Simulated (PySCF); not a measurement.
Work out the structure from these simulated measurements.

Formula: C5H8O.

- 1H NMR: chemical shifts (computed TMS as zero) by class: 2.29 (1 H), 1.41 (6 H), 0.37 (1 H) ppm [GIAO PBE0/pcSseg-1]
- 13C NMR: chemical shifts (computed TMS as zero) by class: 92.2 (1 C), 77.1 (1 C), 64.1 (1 C), 32.9 (2 C) ppm [GIAO PBE0/pcSseg-1]
- NMR, other nuclei: isotropic shieldings of nuclei other than C and H, by class: 236 (1 O) ppm [GIAO PBE0/pcSseg-1]
- Dipole: 1.37 D [PBE0/pcSseg-1]
- Rotational structure: rotational constants A, B, C: 4.829, 2.771, 2.703 GHz [PBE0-D3(BJ)/def2-SVP]
- Couplings: largest of the computed one-bond spin–spin couplings (means over like bonds): 13C–1H +271.8, 13C–13C +189.6, 13C–1H +135.5 (×6), 13C–13C +75.3, 17O–1H -70.8, 13C–13C +40.6 (×2), 17O–13C +20.1 Hz [B3LYP/pcJ-1, spin–dipole term left out]

The electronic properties come from PySCF, for the isolated species, density fitting. Levels stand in brackets. The structure is a single PBE0-D3(BJ)/def2-SVP conformer in the gas phase; no vibrational or solvent corrections. NMR classes are plain means over equivalent atoms (diastereotopic ones count apart unless rotation or inversion swaps them), as if these changed places fast.

Task: Give a SMILES that accounts for the data.

Result: Numbering: `[CH:1]#[C:2][C:3]([CH3:4])([CH3:5])[OH:6]`. Its formula, C5H8O, gives 2 degrees of unsaturation: 0 rings and 2 π bonds in the structure found. 5 carbons fall into 4 classes; from least to most shielded: alkyne carbon [C2] (92.2 ppm), terminal alkyne carbon [C1] (77.1 ppm), carbinol carbon (C–OH) [C3] (64.1 ppm), methyl carbon [C4/C5] (32.9 ppm, 2 C, up to 4.3 ppm apart in this geometry). Hydrogen classes from least to most shielded: 1 H on a terminal alkyne carbon, C1 (2.29 ppm), 6 H on 2 methyl carbons, C4/C5 (1.41 ppm, a mean of values up to 0.6 ppm apart in this geometry), 1 H on an alcohol oxygen, O6 (0.37 ppm). The other shieldings belong to: 236 ppm, alcohol oxygen [O6]. The couplings run between: +271.8 Hz, terminal alkyne carbon [C1] and its hydrogen; +189.6 Hz, terminal alkyne carbon [C1] and alkyne carbon [C2]; +135.5 Hz, methyl carbon [C4] and its hydrogen (with 5 like pairs); +75.3 Hz, alkyne carbon [C2] and carbinol carbon (C–OH) [C3]; -70.8 Hz, alcohol oxygen [O6] and its hydrogen; +40.6 Hz, carbinol carbon (C–OH) [C3] and methyl carbon [C4] (with 1 like pair); +20.1 Hz, alcohol oxygen [O6] and carbinol carbon (C–OH) [C3]. By its constants the optimised geometry is an asymmetric top. Structure: 2-methyl-3-butyn-2-ol (`C#CC(C)(C)O`). Computed isomers that give other values at the same levels: `O=C1CCCC1` (13C chemical shifts (computed TMS as zero) by class: 220.2 (1 C), 39.9 (2 C), 25.7 (2 C) ppm). The assignments are read from this structure; whether some other isomer fits the data as well wasn't checked.

Conformer computed: `[CH:1]#[C:2][C:3]([CH3:4])([CH3:5])[OH:6]`: H–O6–C3–C2 56°.
